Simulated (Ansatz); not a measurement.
`CC(O)(F)CF` + H₂ → `CC(F)CF` + H₂O at 700 K and 1 bar (hydrogenolysis of a C–O bond).

Computed with Ansatz on PBE0-D4/def2-TZVP structures; ΔE is electronic, products minus reactants. CCSD(T)/CBS adds triple-zeta CCSD(T) − MP2 to the extrapolated MP2 energy (def2 sets, frozen cores). This one scheme is used for every species. Each species was taken in one conformer, which may not be the lowest.

```tsv
species	CCSD(T)/CBS energy (Eh)	H − E (kJ/mol)	S (J/(mol·K))
`CC(O)(F)CF`	-392.53062	325.0	452.1
H₂	-1.17544	46.8	155.3
`CC(F)CF`	-317.34651	302.0	417.0
H₂O	-76.37941	80.5	218.4
```

H − E and S are ideal-gas, rigid-rotor, harmonic terms from PBE0-D4/def2-TZVP, for one conformer and one mirror image of each species. The MP2-based limit puts H₂ 0.8 mEh under its directly extrapolated value; such offsets cancel only in part. 1 Eh = 2625.50 kJ/mol, R = 8.31446 J/(mol·K).

**Question.** By hand: ΔE, ΔH, ΔS and ΔG.

**Answer.** ΔE = (-317.34651) + (-76.37941) − (-392.53062) − (-1.17544) = -0.01986 Eh = -52.1 kJ/mol. Δ(H − E) = 302.0 + 80.5 − 325.0 − 46.8 = 10.7, so ΔH = -41.4 kJ/mol. ΔS = 417.0 + 218.4 − 452.1 − 155.3 = 28.0 J/(mol·K). ΔG = -41.4 − 700 × (28.0)/1000 = -61.0 kJ/mol.

**Question.** By hand: the equilibrium constant, and the temperature at which ΔG would vanish if ΔH and ΔS stayed fixed.

**Answer.** log₁₀ K = −ΔG/(RT ln 10) = 4.6. ΔH and −TΔS have one sign here, so there is no such temperature.

TΔS isn't small against ΔH here. A doubt of 5 kJ/mol in ΔE shifts log₁₀ K by 0.4 here. Other conformers and mirror images would add mixing entropy, several J/(mol·K) or more a flexible species. These are equilibria of isolated gas molecules and say nothing of rates. Largest T1 diagnostic: 0.011 (customary marks: 0.02 for closed shells, 0.045 for open ones).
